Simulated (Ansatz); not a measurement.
Relaxation of AlH3S (5 atoms, charge 0, multiplicity 1), to a largest force component of 0.02 eV/Å in at most 50 steps.

These are results of RKS PBE0-D4/STO-3G in Ansatz, not measurements.

```xyz
5
Properties=species:S:1:pos:R:3
Al -0.580 0.068 -0.184
S 1.192 0.377 1.123
H -1.753 -0.994 0.152
H -0.744 1.040 -1.494
H 1.936 -0.565 0.362
```

Where does it end, and by what steps?

The run converged. Limits of this set-up: minimal basis. After 9 steps the energy has fallen by 0.927 eV; H5 moved furthest, 0.82 Å.

```csv
step,energy less start (eV),largest force component (eV/Å),accepted
0,0.0000,1.909,yes
1,-0.4136,1.129,yes
2,-0.4709,0.166,yes
3,-0.4775,0.129,yes
4,-0.5093,0.951,yes
5,-0.6879,0.739,yes
6,-0.7672,1.004,yes
7,-0.9066,0.418,yes
8,-0.9247,0.084,yes
9,-0.9272,0.020,yes
```

```xyz
5
Properties=species:S:1:pos:R:3
Al -0.604 -0.056 -0.172
S 1.058 -0.342 1.067
H -1.922 -0.570 0.315
H -0.422 0.647 -1.482
H 1.941 0.248 0.230
```

The run took 4.8 s on 1 thread of Intel(R) Xeon(R) 6975P-C (Granite Rapids), with other jobs on the host, peak memory 0.13 GiB.
